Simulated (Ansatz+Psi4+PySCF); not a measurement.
doublet C₂H₂F: levels of theory in one basis

```yaml
atoms:
  - { symbol: C, position_ang: [0.0120, 0.4526, 0.0058] }
  - { symbol: C, position_ang: [1.1944, -0.1592, -0.0140] }
  - { symbol: F, position_ang: [-1.1548, -0.2755, 0.0189] }
  - { symbol: H, position_ang: [1.3034, -1.2354, 0.0099] }
  - { symbol: H, position_ang: [2.0827, 0.4549, -0.0164] }
```

Basis set: cc-pVTZ (spherical functions). Left uncorrelated: 3 orbitals. Correlation on ROHF uses semicanonical orbitals with singles. Charge 0, multiplicity 2.

Computed with Ansatz (development build ahead of 0.2.0) and Psi4 1.11; each method stands on the lowest determinant of its kind that the runs found.

```tsv
method	E − E(ROHF) (eV)	<S²> of the determinant
ROHF	0.00	0.75
UHF	-0.28	1.01
ROHF-MP2	-14.85	–
```

Question: What does UHF-MP2 give on the same scale?

Answer: -14.54 eV.

Caution for UHF, UHF-MP2: the unrestricted determinant is spin contaminated.
